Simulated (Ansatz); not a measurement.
## H2Al–C, quartet in 6-31G: errors against full CI

Geometry: a point of a stretch scan, not a stationary point.

```yaml
atoms:
  - { symbol: Al, position_ang: [0.0000, 0.0000, 0.8522] }
  - { symbol: C, position_ang: [0.0000, 0.0000, -2.1808] }
  - { symbol: H, position_ang: [0.0000, 1.3990, 1.5872] }
  - { symbol: H, position_ang: [0.0000, -1.3990, 1.5872] }
```

Basis 6-31G; Ansatz 0.2.0. Only valence electrons are correlated (noble-gas cores frozen), which leaves 9 electrons in 20 orbitals. R marks a restricted (for open shells ROHF) determinant, U an unrestricted one. Active spaces: pair = (5e, 5o) about the gap; valence = (9e, 10o) chosen from the atoms' valence shells.

Full CI is exact within this basis and frozen core; it isn't the basis-set limit. The frozen core follows each run's orbitals, which can shift R against U totals by a few meV.

For open shells CISD is restricted-active-space CI with the open shells as a complete middle space.

The UHF ⟨S²⟩ is 3.767 and the T1 diagnostic (RCCSD) is 0.0403. The largest doubles amplitude (RCCSD) is 0.101. The T1 diagnostic (UCCSD) is 0.0333.

```csv
level,E − E(full CI) (kJ/mol),share of correlation (%),wall time
RHF,252.7,0.00,–
UHF,245.4,2.89,–
RMP2,89.7,64.52,–
UMP2,87.1,65.52,–
CISD,20.0,92.08,2.4 s
RCCSD,7.6,97.00,–
UCCSD,7.5,97.02,–
RCCSD(T),3.2,98.73,4 s
UCCSD(T),3.2,98.73,3 s
BCCD(T),3.7,98.54,3.5 s
RCCSDT,0.4,99.83,–
UCCSDT,0.4,99.85,–
RCCSDT(Q),0.1,99.97,9.5 s
UCCSDT(Q),0.0,100.00,8 s
CASSCF (pair space),198.8,21.31,–
NEVPT2 (pair space),67.9,73.12,2.8 s
CASSCF (valence space),96.0,62.01,–
NEVPT2 (valence space),30.4,87.97,6.5 s
MRCISD (valence space),4.3,98.30,–
MRCISD+Q (valence space),2.1,99.18,12 s
```

The correlation energy at full CI, counted from RHF, is -2.619 eV. That run took 7.4 min on 1 thread of Arm Neoverse N1, shared host over 11,075,136 determinants.

Times hold each run's SCF and search for its determinant on a shared host, so for small cases they say little of a method's own cost; they ran on 1 thread of Arm Neoverse N1. Some runs computed forces too.

The full-CI state has the irrep A2 of C2v, in the program's axes.

Natural occupations of full CI about the gap: 1.967 1.958 1.941 0.992 0.979 0.979 0.069 0.029 0.028 0.022; effectively unpaired electrons, Σ n²(2−n)², 3.05.
